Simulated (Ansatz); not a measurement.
**AlFH₃N (SMILES [NH2][AlH][F]): functionals against CCSD(T) at one geometry**

One table from this session's results is given with a row withheld; the runs are named, their logs left out.

Program: Ansatz 0.2.0, Gaussian basis. Level of theory: single points in def2-TZVPP. These are calculated values, not measurements.

Correlated methods freeze the cores.

### The system as given

SMILES `[NH2][AlH][F]`, 6 atoms, charge 0, spin multiplicity 1.

Atoms are counted from 1 here; the program's logs count them from 0.

Bond lengths: N1–Al2 1.759 Å, N1–H4 1.003 Å, N1–H5 1.029 Å, Al2–F3 1.647 Å, Al2–H6 1.534 Å. Angles: Al2–N1–H4 126.9°, Al2–N1–H5 125.1°, H4–N1–H5 107.8°, N1–Al2–F3 123.2°, N1–Al2–H6 122.8°, F3–Al2–H6 114.1°.

Coordinates:

```
N    -0.64150    0.23280   -0.68860
Al    0.50400   -0.21270    0.56960
F     1.05590   -1.75000    0.78240
H    -1.19330    1.06980   -0.73250
H    -0.80320   -0.29670   -1.55620
H     1.09450    0.80560    1.55390
```

Set-up of the first run:

Input file run/in.yaml:

```yaml
crystal:
  periodic: [false, false, false]
  atoms:
    - {symbol: N, position_ang: [-0.641500, 0.232800, -0.688600]}
    - {symbol: Al, position_ang: [0.504000, -0.212700, 0.569600]}
    - {symbol: F, position_ang: [1.055900, -1.750000, 0.782400]}
    - {symbol: H, position_ang: [-1.193300, 1.069800, -0.732500]}
    - {symbol: H, position_ang: [-0.803200, -0.296700, -1.556200]}
    - {symbol: H, position_ang: [1.094500, 0.805600, 1.553900]}
basis:
  gaussian: {orbitals: def2-TZVPP}
correlation: {method: ccsd_t}
output: {forces: true}
```

The command line of these runs was not kept.

Steps of the session up to this table: CCSD(T)/def2-TZVPP; PBE0-D4/def2-TZVPP; wB97M-V/def2-TZVPP; r2SCAN-D4/def2-TZVPP; PBE-D4/def2-TZVPP; SPW92/def2-TZVPP; BHLYP-D4/def2-TZVPP.

One table of the session follows, with a row left open; its other results are not shown here.

```
   method  RMS force component (eV/Å)  angle to CCSD(T) forces (°)  dipole (D)
  CCSD(T)                       0.405                    reference        2.33
  PBE0-D4                       0.406                          8.7        2.38
  wB97M-V                           ?                            ?           ?
r2SCAN-D4                       0.390                          7.6        2.38
   PBE-D4                       0.407                         25.7        2.37
    SPW92                       0.379                         38.8        2.44
 BHLYP-D4                       0.472                         22.9        2.40
```

**Question.** Estimate the row for wB97M-V.

**Answer.** RMS force component (eV/Å): 0.399; angle to CCSD(T) forces (°): 8.2; dipole (D): 2.35. In the column «RMS force component (eV/Å)» it lies between r2SCAN-D4 (0.390) and CCSD(T) (0.405).
